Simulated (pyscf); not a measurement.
Optimised with ωB97X-D3(BJ)/def2-SVP in PySCF.

SMILES: [F][MoH]([F])([F])([F])[SH]
```xyz
8

F     -2.4248    -1.6202    -0.7912
Mo    -0.7173    -1.1190    -0.3082
F      1.1238    -0.5139    -0.1069
F     -1.4640     0.4158     0.3219
F     -0.3888    -2.8889    -0.0441
S     -0.0777    -0.6949    -2.4547
H     -0.1344    -1.1048     1.2153
H      1.1875    -0.3103    -2.1891
```

Q: How much does it cost (ΔH, 298 K, ωB97M-D3(BJ)/def2-TZVP) to split F–MoH(F)(F)(F)–SH at its H–Mo bond into [F–Mo(F)(F)(F)–SH]• + H•?

A: H–Mo to [F–Mo(F)(F)(F)–SH]• + H•: 14.8 kcal/mol. The 7 functionals that were run give +12.3 (M06-2X) to +23.9 kcal/mol (PBE). The radicals are drawn with the spin at the cut bond; how far it spreads was not checked. Other isomers of [F–Mo(F)(F)(F)–SH]• were not searched in full and may lie lower. Open-shell species with a d-block atom are single-reference here; other states, and whether the spin sits on metal or ligand, were not checked. Elements past Kr carry the def2 core potentials, without spin-orbit coupling.
